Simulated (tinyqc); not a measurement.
Geometry optimisation on the unrestricted B3LYP (VWN-RPA form)/sto-3g surface (energies and gradients from PySCF), for CH, spin multiplicity 4, step by step. One step of it, computed by the program tinyqc.

Task: Step 2: move. Quasi-Newton step p = -H^(-1) g (the inverse Hessian comes from BFGS updates; coordinates in the order x, y, z of each atom); steps longer than 0.3 bohr are cut back.

positions after step 1 (bohr):
```
           x         y         z
1C  0.000000  0.000000  0.212133
2H  0.000000  0.000000  2.153806
```

gradient (hartree/bohr):
```
             x           y            z
1C  0.00000000  0.00000000   0.06988106
2H  0.00000000  0.00000000  -0.06988064
```

inverse Hessian in use (bohr^2/hartree):
```
          1         2         3         4         5         6
1  6.666667  0.000000  0.000000  0.000000  0.000000  0.000000
2  0.000000  6.666667  0.000000  0.000000  0.000000  0.000000
3  0.000000  0.000000  4.089492  0.000000  0.000000  2.577160
4  0.000000  0.000000  0.000000  6.666667  0.000000  0.000000
5  0.000000  0.000000  0.000000  0.000000  6.666667  0.000000
6  0.000000  0.000000  2.577160  0.000000  0.000000  4.089521
```

Give: positions after step 2.

Result:

positions after step 2 (bohr):
```
         x       y       z
1C  0.0000  0.0000  0.1064
2H  0.0000  0.0000  2.2595
```
